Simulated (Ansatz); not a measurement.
## Pressure series in Nb

Base system: Nb in the bcc (W type) structure (space group Im-3m, No. 229; a = 3.2712 Å).

Cell and atoms are relaxed at each pressure.

Calculations: plane-wave PAW DFT at the PBEsol level (Ansatz, a program for electronic structure, 420 eV), spin-orbit coupling left out, earlier PAW set.

| pressure (GPa) | volume per atom (Å³/atom) |
|---|---|
| -1 | 17.601 |
| 0 | 17.503 |
| 3 | 17.226 |
| 7 | ? |
| 15 | 16.294 |
| 30 | 15.392 |
| 50 | 14.442 |
| 75 | 13.493 |
| 100 | 12.775 |

Problem. Fit the third-order Birch–Murnaghan form P(V) = (3B₀/2)[(V₀/V)^(7/3) − (V₀/V)^(5/3)]·[1 + (3/4)(B₀′ − 4)((V₀/V)^(2/3) − 1)] (squares taken in P) to the rows shown and predict the withheld row.

Solution. Least squares on the printed values gives V₀ = 17.503 Å³/atom, B₀ = 187 GPa, B₀′ = 3.4; this predicts 16.896 Å³/atom, and the run gives 16.887 Å³/atom, 0.009 lower.

Measured bulk modulus of Nb: 173.2 GPa (static lattice; corrected from measurement; as listed in Daniel Mejia-Rodriguez, S. B. Trickey, Phys. Rev. B (2018)); the computed value is 8 % above it.

Load acts through the strain it causes; cell and atoms are relaxed under it. Stability against distortions was not tested. Competing high-pressure phases were not computed. The final runs are not spin-polarised.
